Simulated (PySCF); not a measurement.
## Fractional electron number in Mg (magnesium, neutral)

The 3s beta orbital of [Ne] 3s2 is emptied in steps (occupation f), with all orbitals relaxed, ending at [Ne] 3s1. All numbers are calculated (PySCF 2.14, scalar relativity by spin-free X2C-1e, in jorge-DZP-DKH). The exact energy is a straight line in f; departures are measured from the line between the end points of the same method.

| f | UHF (eV) | LDA (eV) | PBE (eV) | PBE0 (eV) | r2SCAN (eV) | BHandHLYP (eV) | TPSS (eV) |
| --- | --- | --- | --- | --- | --- | --- | --- |
| 1 | 0.000 | 0.000 | 0.000 | 0.000 | 0.000 | 0.000 | 0.000 |
| 0.9 | 0.023 | -0.268 | -0.266 | -0.193 | -0.231 | -0.141 | -0.255 |
| 0.7 | 0.051 | -0.627 | -0.622 | -0.451 | -0.532 | -0.335 | -0.602 |
| 0.5 | 0.056 | -0.747 | -0.743 | -0.537 | -0.621 | -0.407 | -0.730 |
| 0.3 | 0.044 | -0.626 | -0.624 | -0.449 | -0.506 | -0.350 | -0.640 |
| 0.1 | 0.018 | -0.267 | -0.261 | -0.187 | -0.215 | -0.153 | -0.306 |
| 0 | 0.000 | 0.000 | 0.000 | 0.000 | 0.000 | 0.000 | 0.000 |

| method | E(f=0) − E(f=1) (eV) | −ε at f=1 (eV) | −ε at f=0.5 (eV) |
| --- | --- | --- | --- |
| UHF | 6.610 | 6.880 | 6.591 |
| LDA | 7.739 | 4.767 | 7.743 |
| PBE | 7.635 | 4.692 | 7.629 |
| PBE0 | 7.561 | 5.421 | 7.564 |
| r2SCAN | 7.374 | 4.800 | 7.462 |
| BHandHLYP | 7.572 | 6.016 | 7.527 |
| TPSS | 7.569 | 4.748 | 7.472 |

Orbital energy along the path (eV):

| f | UHF | LDA | PBE | PBE0 | r2SCAN | BHandHLYP | TPSS |
| --- | --- | --- | --- | --- | --- | --- | --- |
| 1 | -6.880 | -4.767 | -4.692 | -5.421 | -4.800 | -6.016 | -4.748 |
| 0.9 | -6.809 | -5.351 | -5.269 | -5.844 | -5.333 | -6.306 | -5.290 |
| 0.7 | -6.688 | -6.540 | -6.439 | -6.700 | -6.399 | -6.903 | -6.380 |
| 0.5 | -6.591 | -7.743 | -7.629 | -7.564 | -7.462 | -7.527 | -7.472 |
| 0.3 | -6.512 | -8.942 | -8.836 | -8.434 | -8.410 | -8.193 | -8.574 |
| 0.1 | -6.448 | -10.123 | -10.059 | -9.307 | -9.252 | -8.927 | -10.081 |
| 0 | -6.420 | -10.612 | -9.934 | -9.105 | -9.481 | -9.189 | -9.886 |

As f goes to zero the orbital energy of a semilocal functional can turn back, because the density of that orbital vanishes from the exchange-correlation potential.

Reference removal energy between the ground levels: 7.646 eV (measured; NIST Atomic Spectra Database, ionization energies). UHF lacks correlation.
